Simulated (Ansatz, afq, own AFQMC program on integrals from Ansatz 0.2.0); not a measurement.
**BH3Cl (doublet): quantum Monte Carlo beside coupled cluster at distance B1–H4 along a hydrogen transfer = 1.371 Å, cc-pVTZ**

Aim: compute BH3Cl (doublet) with auxiliary-field quantum Monte Carlo on the same integrals as coupled cluster, and set the energies side by side.

The runs use Ansatz 0.2.0, Gaussian basis, and an in-house AFQMC program (afq) on its integrals; all values are calculated; cc-pVTZ, frozen cores.

The runs, in order: PBE (unrestricted); r2SCAN (unrestricted); PBE0 (unrestricted); CCSD(T) on UHF; B3LYP (unrestricted); wB97M-V (unrestricted); B2PLYP (unrestricted); Phaseless AFQMC, CISD trial on UHF; Phaseless AFQMC, single-determinant trial on UHF.

**1. The geometry**

The geometry derives from fragments relaxed apart (PBE0/def2-TZVP) and kept rigid, so it is no stationary point. A hydrogen atom is moved between rigid fragments.

5 atoms, charge 0, spin multiplicity 2.

Atoms are counted from 1 here; the program's logs count them from 0.

Bond lengths: B1–H2 1.193 Å, B1–H3 1.193 Å, B1–H4 1.371 Å, H4–Cl5 1.483 Å. Angles: H2–B1–H3 120.0°, H2–B1–H4 120.0°, H3–B1–H4 120.0°, B1–H4–Cl5 180.0°.

**2. PBE (unrestricted)**

in.yaml

```yaml
crystal:
  periodic: [false, false, false]
  atoms:
    - {symbol: B, position_ang: [-2.056528, 0.000000, 0.000000]}
    - {symbol: H, position_ang: [-2.653262, 1.033571, 0.000000]}
    - {symbol: H, position_ang: [-2.653262, -1.033571, 0.000000]}
    - {symbol: H, position_ang: [-0.685528, 0.000000, 0.000000]}
    - {symbol: Cl, position_ang: [0.797472, 0.000000, 0.000000]}
basis:
  gaussian: {orbitals: cc-pVTZ}
magnetization: {spin_polarized: true, initial_magnetization: 1}
hamiltonian: {xc: {name: PBE}}
output: {orbitals: {seedname: orbitals}}
```

The run is started by

```bash
$ ansatz run in.yaml --threads 1 --pin off --events-out ev --progress --plain --max-ram 8192MiB --backend cpu
```

Log:

```text
Functional definition: PBE
  name "PBE"
  cite "Perdew, Burke & Ernzerhof, Phys. Rev. Lett. 77, 3865 (1996) doi:10.1103/PhysRevLett.77.3865"
  parent pbe
  parameter kappa = 0.804
  parameter beta = 0.06672455060314922
  exchange = pbe_x(kappa = kappa, mu = beta*pi^2/3)
  correlation = pbe_c(beta = beta)
665 factors; their error is unknown
mean field evaluation 1: about -13237.8999 eV, gradient 1.3e1 eV
mean field evaluation 2: about -13237.8072 eV, gradient 1.3e1 eV
mean field evaluation 4: about -13239.1831 eV, gradient 9.5e-1 eV
mean field evaluation 8: about -13239.1873 eV, gradient 2.1e-2 eV
mean field evaluation 16: about -13239.1661 eV, gradient 3.1e-5 eV
mean field -13239.16606707 eV, -486.5303791359 hartree, gradient 3.1e-5 eV, S^2 0.752748; 0 other end points of the search recorded, 0 dependent functions left out
reference -13239.16610182 eV, -486.5303804127 hartree; 13, 12 occupied and 93, 94 virtual orbitals, 665 factors
Total energy: -13239.16610182 eV, -486.5303804127 hartree
```

Wall time 1.6 s (1 thread of AMD EPYC 7R13 (Zen 3), shared host); peak memory 1.9 GiB.

From the report: ⟨S²⟩ of the determinant 0.753 (pure doublet: 0.75).

**3. r2SCAN (unrestricted)**

in.yaml: that of step 2 with these lines changed.

```diff
@@ -11,3 +11,2 @@
 magnetization: {spin_polarized: true, initial_magnetization: 1}
-hamiltonian: {xc: {name: PBE}}
-output: {orbitals: {seedname: orbitals}}
+hamiltonian: {xc: {name: r2SCAN}}
```

Same command.

Log:

```text
Functional definition: r2SCAN
  name "r2SCAN"
  cite "Furness, Kaplan, Ning, Perdew & Sun, J. Phys. Chem. Lett. 11, 8208 (2020) doi:10.1021/acs.jpclett.0c02405"
  cite "Furness, Kaplan, Ning, Perdew & Sun, J. Phys. Chem. Lett. 11, 9248 (2020) doi:10.1021/acs.jpclett.0c03077"
  parent r2scan
  parameter k0 = 0.174
  parameter k1 = 0.065
  parameter a1 = 4.9479
  exchange = r2scan_x(k0 = k0, k1 = k1, a1 = a1)
  correlation = r2scan_c
665 factors; their error is unknown
mean field evaluation 1: about -13243.4461 eV, gradient 1.1e1 eV
mean field evaluation 2: about -13243.6959 eV, gradient 9.2e0 eV
mean field evaluation 4: about -13244.3006 eV, gradient 7.7e-1 eV
mean field evaluation 8: about -13244.2831 eV, gradient 2.4e-1 eV
mean field evaluation 16: about -13244.2833 eV, gradient 3.4e-5 eV
mean field -13244.28327322 eV, -486.7184329933 hartree, gradient 3.4e-5 eV, S^2 0.756079; 0 other end points of the search recorded, 0 dependent functions left out
reference -13244.28328458 eV, -486.7184334105 hartree; 13, 12 occupied and 93, 94 virtual orbitals, 665 factors
Total energy: -13244.28328458 eV, -486.7184334105 hartree
```

It took 3.3 s on 1 thread of AMD EPYC 7R13 (Zen 3), shared host; peak memory 1.9 GiB.

From the report: ⟨S²⟩ of the determinant 0.756 (pure doublet: 0.75).

**4. PBE0 (unrestricted)**

in.yaml: that of step 3 with these lines changed.

```diff
@@ -11,2 +11,3 @@
 magnetization: {spin_polarized: true, initial_magnetization: 1}
-hamiltonian: {xc: {name: r2SCAN}}
+hamiltonian: {xc: {name: PBE0}}
+output: {orbitals: {seedname: orbitals}}
```

The command is unchanged.

Log:

```text
Functional definition: PBE0
  name "PBE0"
  cite "Adamo & Barone, J. Chem. Phys. 110, 6158 (1999) doi:10.1063/1.478522"
  cite "Perdew, Burke & Ernzerhof, Phys. Rev. Lett. 77, 3865 (1996) doi:10.1103/PhysRevLett.77.3865"
  parent pbe
  parameter a = 0.25
  parameter kappa = 0.804
  parameter beta = 0.06672455060314922
  exchange = (1 - a)*pbe_x(kappa = kappa, mu = beta*pi^2/3) + a*exact_x
  correlation = pbe_c(beta = beta)
691 factors; their error is unknown
mean field evaluation 1: about -13239.8856 eV, gradient 8.3e0 eV
mean field evaluation 2: about -13240.2315 eV, gradient 4.4e0 eV
mean field evaluation 4: about -13240.3403 eV, gradient 5.1e-1 eV
mean field evaluation 8: about -13240.4107 eV, gradient 2.4e-1 eV
mean field evaluation 16: about -13240.4108 eV, gradient 6.2e-6 eV
mean field -13240.41084578 eV, -486.5761239097 hartree, gradient 6.3e-6 eV, S^2 0.755885; 0 other end points of the search recorded, 0 dependent functions left out
reference -13240.41087193 eV, -486.5761248706 hartree; 13, 12 occupied and 93, 94 virtual orbitals, 691 factors
Total energy: -13240.41087193 eV, -486.5761248706 hartree
```

Wall time 1.9 s (1 thread of AMD EPYC 7R13 (Zen 3), shared host); peak memory 1.9 GiB.

From the report: ⟨S²⟩ of the determinant 0.756 (pure doublet: 0.75).

**5. CCSD(T) on UHF**

in.yaml: that of step 4 with these lines changed.

```diff
@@ -11,3 +11,2 @@
 magnetization: {spin_polarized: true, initial_magnetization: 1}
-hamiltonian: {xc: {name: PBE0}}
-output: {orbitals: {seedname: orbitals}}
+correlation: {method: ccsd_t, electrons: outside_noble_gas, hamiltonian_folder: ham}
```

The run is started by

```bash
$ ansatz run in.yaml --threads 1 --pin off --events-out ev --progress --plain --max-ram 24576MiB --backend cuda --devices 0, --max-vram 18GiB
```

Log (excerpt; [...] marks lines left out):

```text
Functional definition: HF
  name "HF"
  cite "Fock, Z. Phys. 61, 126 (1930) doi:10.1007/BF01340294"
  parent pbe
[...]
600 factors; integrals over basis functions are off by at most 1.4e-3 eV
[...]
mean field -13220.78859981 eV, -485.8550196706 hartree, gradient 3.7e-6 eV, S^2 0.777402; 3 other end points of the search recorded, 0 dependent functions left out
determinant -13220.78859981 eV, -485.8550196706 hartree, with singles and doubles -13230.03126485 eV, -486.1946813459 hartree
determinant -13218.28900282 eV, -485.7631611756 hartree, with singles and doubles -13227.46614881 eV, -486.1004150701 hartree
determinant -13218.25542449 eV, -485.7619271946 hartree, with singles and doubles -13227.43101699 eV, -486.0991239996 hartree
determinant -13217.88118534 eV, -485.7481741597 hartree, with singles and doubles -13227.50461440 eV, -486.1018286544 hartree
6 core orbitals not correlated: weight in the atoms' cores, before any rotation towards them, 1.000 or more for the frozen orbitals, at most 0.000 for the correlated occupied ones
reference -13220.78859981 eV, -485.8550196706 hartree; 7, 6 occupied and 93, 94 virtual orbitals, 600 factors
second order -8.07051362 eV of doubles, -0.00000000 eV of singles
cycle   1  -9.12370891 eV  change   -4.3e-1 eV  update   1.7e-2
[...]
cycle   8  -9.13493891 eV  change   -3.2e-6 eV  update   1.4e-5
perturbative correction -0.31089646 eV, -0.0114252343 hartree
Total energy: -13230.23443518 eV, -486.2021477180 hartree
```

Run time: 8.5 s. Hardware: 1 × NVIDIA H100 80GB HBM3 with 1 thread of AMD EPYC 7R13 (Zen 3), shared host; peak host memory 1.9 GiB.

From the report: ⟨S²⟩ of the determinant 0.777 (pure doublet: 0.75); correlation -9.4458 eV; T1 0.013; largest double amplitude 0.04.

This run also writes the integrals to the folder ham.

**6. B3LYP (unrestricted)**

in.yaml: that of step 5 with these lines changed.

```diff
@@ -11,2 +11,2 @@
 magnetization: {spin_polarized: true, initial_magnetization: 1}
-correlation: {method: ccsd_t, electrons: outside_noble_gas, hamiltonian_folder: ham}
+hamiltonian: {xc: {name: B3LYP}}
```

The run is started by

```bash
$ ansatz run in.yaml --threads 1 --pin off --events-out ev --progress --plain --max-ram 8192MiB --backend cpu
```

Log (excerpt; [...] marks lines left out):

```text
Functional definition: B3LYP
  name "B3LYP"
  cite "Stephens, Devlin, Chabalowski & Frisch, J. Phys. Chem. 98, 11623 (1994) doi:10.1021/j100096a001"
  cite "Becke, Phys. Rev. A 38, 3098 (1988) doi:10.1103/PhysRevA.38.3098"
  cite "Lee, Yang & Parr, Phys. Rev. B 37, 785 (1988) doi:10.1103/PhysRevB.37.785"
  cite "Vosko, Wilk & Nusair, Can. J. Phys. 58, 1200 (1980) doi:10.1139/p80-159"
[...]
680 factors; their error is unknown
[...]
mean field -13246.47205893 eV, -486.7988693843 hartree, gradient 2.6e-5 eV, S^2 0.754495; 0 other end points of the search recorded, 0 dependent functions left out
reference -13246.47228287 eV, -486.7988776140 hartree; 13, 12 occupied and 93, 94 virtual orbitals, 680 factors
Total energy: -13246.47228287 eV, -486.7988776140 hartree
```

Wall time 1.9 s (1 thread of AMD EPYC 7R13 (Zen 3), shared host); peak memory 1.9 GiB.

From the report: ⟨S²⟩ of the determinant 0.754 (pure doublet: 0.75).

**7. wB97M-V (unrestricted)**

in.yaml: that of step 6 with these lines changed.

```diff
@@ -11,2 +11,3 @@
 magnetization: {spin_polarized: true, initial_magnetization: 1}
-hamiltonian: {xc: {name: B3LYP}}
+hamiltonian: {xc: {name: wB97M-V}}
+output: {orbitals: {seedname: orbitals}}
```

Launched as before.

Log (excerpt; [...] marks lines left out):

```text
Functional definition: wB97M-V
  name "wB97M-V"
  cite "Mardirossian & Head-Gordon, J. Chem. Phys. 144, 214110 (2016) doi:10.1063/1.4952647"
  cite "Becke, J. Chem. Phys. 107, 8554 (1997) doi:10.1063/1.475007"
  cite "Vydrov & Van Voorhis, J. Chem. Phys. 133, 244103 (2010) doi:10.1063/1.3521275"
  # Of w^i u^j: cxij and so on, Table III.
[...]
  gx(w, u) = 1 - cx + cx01*u + cx10*w
  gss(w, u) = css00 + css04*u^4 + css10*w + css20*w^2 + css43*w^4*u^3
  gos(w, u) = cos00 + cos10*w + (cos20 + cos21*u)*w^2 + (cos60 + cos61*u)*w^6
[...]
      + integral(e_c_pw_mod_opposite_spin*gos(b97_w_opposite, b97_u_opposite)) + vv10(b, c)
668 factors; their error is unknown
141 factors; integrals over basis functions are off by at most 6.7e-5 eV
[...]
mean field -13244.16333870 eV, -486.7140254809 hartree, gradient 4.5e-5 eV, S^2 0.753939; 0 other end points of the search recorded, 0 dependent functions left out
reference -13244.16337795 eV, -486.7140269232 hartree; 13, 12 occupied and 93, 94 virtual orbitals, 668 factors
Total energy: -13244.16337795 eV, -486.7140269232 hartree
```

It took 5.5 s on 1 thread of AMD EPYC 7R13 (Zen 3), shared host; peak memory 1.9 GiB.

From the report: ⟨S²⟩ of the determinant 0.754 (pure doublet: 0.75).

**8. B2PLYP (unrestricted)**

in.yaml: that of step 7 with these lines changed.

```diff
@@ -11,3 +11,3 @@
 magnetization: {spin_polarized: true, initial_magnetization: 1}
-hamiltonian: {xc: {name: wB97M-V}}
-output: {orbitals: {seedname: orbitals}}
+hamiltonian: {xc: {name: B2PLYP}}
+correlation: {electrons: outside_noble_gas}
```

Launched as before.

Log (excerpt; [...] marks lines left out):

```text
Functional definition: B2PLYP
  name "B2PLYP"
  cite "Grimme, J. Chem. Phys. 124, 034108 (2006) doi:10.1063/1.2148954"
  cite "Becke, Phys. Rev. A 38, 3098 (1988) doi:10.1103/PhysRevA.38.3098"
  cite "Lee, Yang & Parr, Phys. Rev. B 37, 785 (1988) doi:10.1103/PhysRevB.37.785"
[...]
600 factors; integrals over basis functions are off by at most 1.4e-3 eV
[...]
mean field -13238.60136376 eV, -486.5096266718 hartree, gradient 5.8e-6 eV, S^2 0.761345; 0 other end points of the search recorded, 0 dependent functions left out
6 core orbitals not correlated: weight in the atoms' cores, before any rotation towards them, 1.000 or more for the frozen orbitals, at most 0.000 for the correlated occupied ones
reference -13238.60150606 eV, -486.5096319013 hartree; 7, 6 occupied and 93, 94 virtual orbitals, 600 factors
second order -9.86995440 eV of doubles, -0.00000000 eV of singles
Total energy: -13241.26639375 eV, -486.6075647176 hartree
```

It took 2.4 s on 1 thread of AMD EPYC 7R13 (Zen 3), shared host; peak memory 1.9 GiB.

From the report: ⟨S²⟩ of the determinant 0.761 (pure doublet: 0.75).

**9. Phaseless AFQMC, CISD trial on UHF**

It reads the integrals that the CCSD(T) run on this determinant wrote.

The run is started by

```bash
$ afq ham --method phaseless --trial cisd --walkers 900 --populations 20 --least-time 60 --time-step 0.005 --steps-per-block 50 --equilibration-blocks 28 --max-blocks 4000 --target-error 0.00021 --factor-cut 1e-05 --start spin_pure --seed 8089 --release-times 0.24,0.51,0.99,1.62,2.4 --release-step 0.03 --release-every 3 --taylor-order 6
```

Log:

```text
orbitals 100  electrons 7 6  factors 592 of 600
reference energy -485.85501967 Eh
CCSD correlation -0.33570278 Eh in 11 cycles, weight of the determinant in the CISD state 0.8703
energy of the start -486.189253 Eh
 block  time / (1/Eh)  mean weight  energy / Eh
     1     0.250  0.9989  -486.184960
     2     0.500  0.9995  -486.189602
     3     0.750  0.9988  -486.194194
     4     1.000  0.9998  -486.196918
     5     1.250  1.0003  -486.198550
     6     1.500  1.0001  -486.199951
     7     1.750  0.9995  -486.199602
     8     2.000  0.9997  -486.199590
     9     2.250  1.0006  -486.200399
    10     2.500  0.9992  -486.201599
    13     3.250  0.9995  -486.205118
    16     4.000  0.9999  -486.203567
    19     4.750  1.0006  -486.204243
    22     5.500  1.0003  -486.202700
    25     6.250  1.0001  -486.202133
    28     7.000  0.9991  -486.202066
    31     7.750  1.0006  -486.202659
    34     8.500  0.9989  -486.201832
    37     9.250  0.9997  -486.201859
    40    10.000  0.9999  -486.203438
    43    10.750  0.9991  -486.203469
    46    11.500  1.0011  -486.204312
    49    12.250  1.0004  -486.202452
    52    13.000  1.0006  -486.202706
    55    13.750  0.9997  -486.202822
    58    14.500  0.9998  -486.203321
    61    15.250  0.9999  -486.203698
    64    16.000  1.0000  -486.203162
    67    16.750  1.0004  -486.203949
    70    17.500  0.9996  -486.201656
    73    18.250  1.0003  -486.203810
    76    19.000  1.0001  -486.202978
    79    19.750  1.0001  -486.203837
    82    20.500  1.0004  -486.203870
    85    21.250  0.9992  -486.203309
    88    22.000  1.0002  -486.203908
    91    22.750  0.9996  -486.201993
    94    23.500  0.9999  -486.202954
    97    24.250  0.9994  -486.203059
   100    25.000  1.0000  -486.203958
   103    25.750  1.0006  -486.203802
   106    26.500  0.9998  -486.203769
   109    27.250  0.9994  -486.204545
   112    28.000  1.0009  -486.202311
   115    28.750  0.9989  -486.201754
   118    29.500  0.9994  -486.205818
   121    30.250  1.0014  -486.204031
   124    31.000  0.9998  -486.202555
   127    31.750  1.0016  -486.201494
error from the spread of 20 populations
released: time / (1/Eh)  energy / Eh  error  mean overlap
  0.24  -486.203550  0.000205  0.9950
  0.51  -486.203804  0.000196  0.9883
  0.99  -486.203837  0.000180  0.9841
  1.62  -486.203747  0.000276  0.9865
  2.40  -486.203636  0.000410  0.9848
energy -486.203023 +/- 0.000199 Eh
```

Wall time 100 s (1 × NVIDIA H100 80GB HBM3 with 2 threads of AMD EPYC 7R13 (Zen 3), shared host); peak host memory 1.9 GiB.

Energy -13230.2583 ± 0.0054 eV. Caveats: constraint bias not in the error.

**10. Phaseless AFQMC, single-determinant trial on UHF**

It reads the integrals that the CCSD(T) run on this determinant wrote.

The run is started by

```bash
$ afq ham --method phaseless --trial hf --walkers 900 --populations 10 --least-time 40 --time-step 0.005 --steps-per-block 20 --equilibration-blocks 112 --max-blocks 4000 --target-error 0.0010500000000000002 --factor-cut 1e-05 --start spin_pure --seed 8361 --taylor-order 6
```

Log:

```text
orbitals 100  electrons 7 6  factors 592 of 600
reference energy -485.85501967 Eh
CCSD correlation -0.33570278 Eh in 11 cycles, weight of the determinant in the CISD state 0.8703
energy of the start -485.855738 Eh
 block  time / (1/Eh)  mean weight  energy / Eh
     1     0.100  1.0003  -485.939853
     2     0.200  1.0025  -486.003771
     3     0.300  1.0020  -486.043541
     4     0.400  1.0025  -486.075104
     5     0.500  1.0009  -486.104866
     6     0.600  1.0016  -486.125118
     7     0.700  1.0018  -486.136990
     8     0.800  1.0011  -486.152452
     9     0.900  1.0013  -486.161673
    10     1.000  1.0004  -486.168722
    19     1.900  1.0003  -486.195026
    28     2.800  1.0000  -486.201042
    37     3.700  0.9999  -486.190902
    46     4.600  1.0006  -486.207739
    55     5.500  1.0002  -486.203701
    64     6.400  1.0004  -486.203516
    73     7.300  0.9994  -486.205704
    82     8.200  0.9999  -486.193842
    91     9.100  0.9995  -486.191686
   100    10.000  0.9995  -486.205856
   109    10.900  1.0000  -486.199182
   118    11.800  0.9995  -486.197243
   127    12.700  1.0003  -486.209603
   136    13.600  0.9998  -486.199726
   145    14.500  1.0010  -486.202217
   154    15.400  0.9995  -486.197365
   163    16.300  0.9995  -486.197715
   172    17.200  1.0005  -486.213468
   181    18.100  0.9995  -486.200058
   190    19.000  1.0008  -486.204763
   199    19.900  0.9999  -486.204857
   208    20.800  1.0004  -486.207614
   217    21.700  0.9995  -486.205178
   226    22.600  1.0003  -486.204282
   235    23.500  1.0001  -486.208398
   244    24.400  1.0004  -486.203835
   253    25.300  1.0008  -486.207906
   262    26.200  1.0006  -486.196726
   271    27.100  1.0004  -486.204025
   280    28.000  0.9994  -486.201159
   289    28.900  0.9997  -486.212751
   298    29.800  1.0003  -486.211978
   307    30.700  0.9993  -486.204280
   316    31.600  0.9991  -486.193502
   325    32.500  0.9987  -486.216628
   334    33.400  0.9998  -486.204663
   343    34.300  0.9998  -486.203038
   352    35.200  0.9998  -486.203529
   361    36.100  1.0014  -486.210705
   370    37.000  1.0002  -486.205655
   379    37.900  0.9996  -486.201902
error from the spread of 10 populations
energy -486.204398 +/- 0.000998 Eh
```

It took 42 s on 1 × NVIDIA H100 80GB HBM3 with 2 threads of AMD EPYC 7R13 (Zen 3), shared host; peak host memory 1.9 GiB.

Energy -13230.2957 ± 0.0272 eV. Caveats: constraint bias not in the error.

**11. All levels side by side**

On the UHF determinant, counted from CCSD(T) (a yardstick, not exact):

| level | energy (eV) | from CCSD(T) (meV) | statistical error (meV) | time |
| --- | --- | --- | --- | --- |
| HF | -13220.7886 | +9445.8 |  |  |
| MP2 | -13228.8591 | +1375.3 |  |  |
| CCSD | -13229.9235 | +310.9 |  |  |
| CCSD(T) | -13230.2344 | 0.0 |  |  |
| Phaseless AFQMC, CISD trial, step 0.005, 900 walkers | -13230.2583 | -23.8 | 5.4 | 100 s |
| Phaseless AFQMC, single-determinant trial, step 0.005, 900 walkers | -13230.2957 | -61.2 | 27.2 | 42 s |

The functionals' totals stand on their own zeros and serve differences with other points: PBE -13239.166 eV; r2SCAN -13244.283 eV; PBE0 -13240.411 eV; B3LYP -13246.472 eV; wB97M-V -13244.163 eV; B2PLYP -13241.266 eV.

**12. What came out**

```
                                                     quantity             value
              Phaseless AFQMC, CISD trial on UHF from CCSD(T)   -23.8 ± 5.4 meV
Phaseless AFQMC, single-determinant trial on UHF from CCSD(T)  -61.2 ± 27.2 meV
```

What this shows: On UHF the phaseless walk with the CISD trial lies -23.8 meV from CCSD(T), 4 times its error bar. Error bars are statistical and leave out the constraint, the time step and what remains of the start.
